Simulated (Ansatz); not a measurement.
Pyrite RuS₂ was calculated with PBEsol (Ansatz, an electronic-structure program, plane waves, PAW).

Numerical settings: plane-wave cutoff 500 eV, 6×6×6 k mesh, gaussian smearing 0.02 eV, no spin polarisation, scalar-relativistic PAW data made under PBE.

Cell (relaxed at this level):

Space group Pa-3 (No. 205); a = b = c = 5.581 Å, α = β = γ = 90.00°

```tsv
atom	site	symmetry	x	y	z
Ru	4a	.-3.	0.0000	0.0000	0.0000
S	8c	.3.	0.3863	0.3863	0.3863
```

### Question
Estimate the band gap that the calculation returns.

### Answer

* **band gap**: 0.51 eV (on the SCF k mesh)

Spin–orbit coupling is not included.

Static lattice: no zero-point or thermal effects.
